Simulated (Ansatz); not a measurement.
Input file:

```yaml
crystal:
  periodic: [false, false, false]
  atoms:
    - {symbol: Ge, position_ang: [0.000992, 0.001833, 0.000007]}
    - {symbol: H, position_ang: [1.686897, 0.048320, -0.006493]}
    - {symbol: H, position_ang: [-0.882186, 1.438612, 0.011907]}
    - {symbol: H, position_ang: [-0.876194, -1.619018, -0.005894]}
basis:
  gaussian: {orbitals: aug-cc-pVDZ}
total_charge: -1
magnetization: {spin_polarized: true, initial_magnetization: 2}
correlation: {method: ccsd_t, electrons: outside_noble_gas}
output: {forces: true}
```

```sh
$ ansatz run in.yaml --threads 1 --pin off --events-out ev --progress --plain --max-ram 2393MiB
```

Log:

```
659 factors; integrals over basis functions are off by at most 7.7e-4 eV
mean field evaluation 1: about -56516.0229 eV, gradient 9.0e0 eV
mean field evaluation 2: about -56516.0231 eV, gradient 9.0e0 eV
mean field evaluation 4: about -56517.1095 eV, gradient 1.4e0 eV
mean field evaluation 8: about -56517.1665 eV, gradient 4.0e-3 eV
mean field evaluation 16: about -56517.1651 eV, gradient 1.6e-1 eV
mean field evaluation 32: about -56517.0166 eV, gradient 2.3e0 eV
mean field evaluation 64: about -56515.9622 eV, gradient 1.2e-2 eV
mean field evaluation 96: about -56515.5797 eV, gradient 8.7e-2 eV
mean field evaluation 128: about -56515.9903 eV, gradient 3.4e-4 eV
mean field -56517.16647669 eV, -2076.9675593069 hartree, gradient 4.3e-6 eV, S^2 2.021044; 8 other end points of the search recorded, 0 dependent functions left out
determinant -56517.16647669 eV, -2076.9675593069 hartree, with singles and doubles -56521.11808805 eV, -2077.1127783461 hartree
determinant -56515.99030314 eV, -2076.9243357262 hartree, with singles and doubles -56519.75658283 eV, -2077.0627439520 hartree
determinant -56515.96223445 eV, -2076.9233042210 hartree, with singles and doubles -56519.73406272 eV, -2077.0619163532 hartree
determinant -56515.64054535 eV, -2076.9114823647 hartree, with singles and doubles -56519.54628407 eV, -2077.0550156151 hartree
determinant -56515.58055140 eV, -2076.9092776274 hartree, with singles and doubles -56519.28949537 eV, -2077.0455788046 hartree
14 core orbitals not correlated: weight in the atoms' cores, before any rotation towards them, 1.000 or more for the frozen orbitals, at most 0.000 for the correlated occupied ones
reference -56517.16647669 eV, -2076.9675593069 hartree; 5, 3 occupied and 44, 46 virtual orbitals, 659 factors
second order -3.10333974 eV of doubles, -0.00000000 eV of singles
cycle   1  -3.92065297 eV  change   -1.2e-1 eV  update   2.1e-2
cycle   2  -3.92656217 eV  change   -5.9e-3 eV  update   6.7e-3
cycle   3  -3.92968291 eV  change   -3.1e-3 eV  update   2.8e-3
cycle   4  -3.93068184 eV  change   -1.0e-3 eV  update   1.0e-3
cycle   5  -3.93075708 eV  change   -7.5e-5 eV  update   3.8e-4
cycle   6  -3.93076170 eV  change   -4.6e-6 eV  update   1.4e-4
cycle   7  -3.93076147 eV  change    2.3e-7 eV  update   6.1e-5
cycle   8  -3.93075332 eV  change    8.2e-6 eV  update   3.1e-5
cycle   9  -3.93075201 eV  change    1.3e-6 eV  update   1.6e-5
cycle  10  -3.93075434 eV  change   -2.3e-6 eV  update   6.2e-6
cycle  11  -3.93075575 eV  change   -1.4e-6 eV  update   2.4e-6
cycle  12  -3.93075580 eV  change   -5.2e-8 eV  update   1.1e-6
cycle  13  -3.93075568 eV  change    1.2e-7 eV  update   5.4e-7
perturbative correction -0.13150440 eV, -0.0048326974 hartree
the calculation of the forces begins
Total energy: -56521.22873676 eV, -2077.1168446110 hartree
Atom 0 at     0.000992     0.001833     0.000007 Å, force    -0.383596    -0.708802    -0.002581 eV/Å
Atom 1 at     1.686897     0.048320    -0.006493 Å, force    -0.350595     0.142571     0.002237 eV/Å
Atom 2 at    -0.882186     1.438612     0.011907 Å, force     0.311115    -0.215522    -0.002502 eV/Å
Atom 3 at    -0.876194    -1.619018    -0.005894 Å, force     0.423076     0.781754     0.002846 eV/Å
Dipole moment:     0.062906     0.116237     0.000423 e Å
```

Forces (eV/Å):
```
Ge  -0.384 -0.709 -0.003
H   -0.351  0.143  0.002
H    0.311 -0.216 -0.003
H    0.423  0.782  0.003
```

For the same geometry and basis UCCSDT(Q) lies 38.7 meV lower.

Ran on 1 thread of Arm Neoverse V2, shared host: 8.5 s wall, 0.23 GiB peak host memory.
